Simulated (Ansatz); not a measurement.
## Band gap of YF3 (Pnma, No. 62) at several levels of theory

No measured value is used here.

| level (code) | value (eV) |
|---|---|
| LDA (Ansatz) | ___ |
| PBEsol (Ansatz) | 7.79 |
| PBEsol+SOC (Ansatz) | 7.79 |
| r²SCAN (Ansatz) | ___ |
| B3LYP (VWN-RPA form) (Ansatz) | 10.48 |
| dielectric-dependent PBEsol hybrid (Ansatz) | ___ |
| PBE0 (Ansatz) | 11.01 |
| r²SCAN0 (Ansatz) | 11.54 |
| r²SCANh (Ansatz) | 9.83 |

Question: Fill in the missing entries.

Answer: 
- LDA (Ansatz, a first-principles code), value (eV): 7.68
- r²SCAN (Ansatz), value (eV): 8.66
- dielectric-dependent PBEsol hybrid (Ansatz), value (eV): 12.31

Computed values are for a static lattice. Levels without +SOC have no spin–orbit coupling; where heavier elements are present it shifts gaps, mostly down, and can invert bands.  Values are at the measured cell. Cutoffs and k meshes differ between the levels. Ansatz's density-functional and Hartree–Fock values are scalar-relativistic unless marked +SOC, with PAW data made under PBE.
